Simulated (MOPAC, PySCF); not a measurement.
BF₃, SMILES `FB(F)F`, neutral singlet in the gas phase. 

Cartesian coordinates (Å):
SMILES: B(F)(F)F
```xyz
4

F      1.2080    -0.5215     0.0038
B      0.0000     0.0000     0.0000
F     -1.0556    -0.7854    -0.0034
F     -0.1524     1.3069    -0.0004
```
Charge 0, spin multiplicity 1.

All levels are single points at this geometry (B3LYP-D3(BJ)/def2-TZVP); Pople sets use spherical d functions. Orbital energies aren't observables, and empty levels follow the basis.

B3LYP/6-31G* in PySCF gives dipole (D) = 0.00.

Question: Estimate the dipole (D) from each of these levels: B3LYP-D3(BJ)/def2-TZVP in PySCF; PBE/6-31G* in PySCF; SVWN5/6-31G* in PySCF; HF/3-21G in PySCF; HF/6-31G* in PySCF; AM1 in MOPAC; PM6 in MOPAC; PM7 in MOPAC.

Answer: 
| level | dipole (D) |
|---|---|
| B3LYP-D3(BJ)/def2-TZVP in PySCF | 0.00 |
| PBE/6-31G* in PySCF | 0.00 |
| SVWN5/6-31G* in PySCF | 0.00 |
| HF/3-21G in PySCF | 0.00 |
| HF/6-31G* in PySCF | 0.00 |
| AM1 in MOPAC | 0.00 |
| PM6 in MOPAC | 0.00 |
| PM7 in MOPAC | 0.00 |
